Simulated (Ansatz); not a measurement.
C5H8 can be A, `CC=C=CC`, or B, `CC1=CC1C`.

Isolated molecules relaxed with PBE0-D4/def2-TZVP in Ansatz; ΔE leaves out vibrations. CCSD(T)/CBS is the MP2 limit (def2-TZVPP, def2-QZVPP) plus CCSD(T) − MP2 in def2-TZVPP, frozen cores. Functionals use def2-TZVPP. B3LYP here is the variant with VWN-RPA as its local correlation; programs differ in this.

A:

```xyz
13

C     0.923   -2.135    0.329
C     0.718   -1.021   -0.651
C     0.374    0.195   -0.335
C     0.024    1.407   -0.014
C    -1.390    1.892    0.089
H     0.247   -2.969    0.117
H     0.745   -1.799    1.351
H     1.943   -2.525    0.267
H     0.872   -1.254   -1.704
H     0.811    2.131    0.194
H    -2.097    1.094   -0.138
H    -1.568    2.721   -0.603
H    -1.601    2.264    1.097
```

B:

Z-matrix (Å, degrees):
```
C
C 1 1.467
H 1 1.094 2 110.4
H 1 1.094 2 110.4 3 117.8
H 1 1.092 2 111.7 3 -121.1
C 2 1.291 1 151.7 3 121.4
C 2 1.498 1 143.8 3 -60.1
H 6 1.078 2 149.8 1 -0.0
C 7 1.510 2 121.8 1 -71.8
H 7 1.095 2 117.7 1 76.1
H 9 1.095 7 111.5 2 90.4
H 9 1.093 7 110.7 2 -29.9
H 9 1.095 7 111.3 2 -149.9
```

(1) Which is lower in electronic energy at CCSD(T)/CBS, and by how much? (Estimate.)

(2) Give E(B) − E(A) in kcal/mol with HF/def2-TZVPP, B3LYP, CCSD/def2-TZVPP, r2SCAN-D4, CCSD(T)/def2-TZVPP, PBE0-D4, MP2/def2-TZVPP. (An estimate is asked.)

Largest T1 diagnostic: 0.011.

Answers

(1) Computed: A, by 18.1 kcal/mol.

(2) Ansatz gave: HF/def2-TZVPP 21.5, B3LYP 21.7, CCSD/def2-TZVPP 18.4, r2SCAN-D4 18.6, CCSD(T)/def2-TZVPP 18.4, PBE0-D4 16.1, MP2/def2-TZVPP 15.2. None reverses the order clearly.

In def2-TZVPP, CCSD(T) changes the Hartree–Fock value by −3.1 kcal/mol (the triples alone add −0.0 kcal/mol) and MP2 by −6.4 kcal/mol. From PBE to PBE0 (25 % exact exchange), in def2-TZVPP and without D4, E(B) − E(A) moves by −1.6 kcal/mol.
